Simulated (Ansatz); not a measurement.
Input for Ansatz (a quantum-chemistry and plane-wave program): R-CCSD(T)/aug-cc-pVDZ on HF (SMILES F).

Ansatz 0.2 input:
```yaml
crystal:
  periodic: [false, false, false]
  atoms:
    - {symbol: F, position_ang: [0.00000000, 0.00000000, 0.00000000]}
    - {symbol: H, position_ang: [0.91538107, 0.00000000, 0.00000000]}
basis:
  gaussian:
    orbitals: aug-cc-pVDZ
magnetization: {spin_polarized: false}
correlation: {method: ccsd_t, electrons: outside_noble_gas}
scf: {lower_state_search: off}
```

Task: Give the final energy of this run.

Result: -100.2636 hartree (reference determinant -100.0335, T1 diagnostic 0.012).
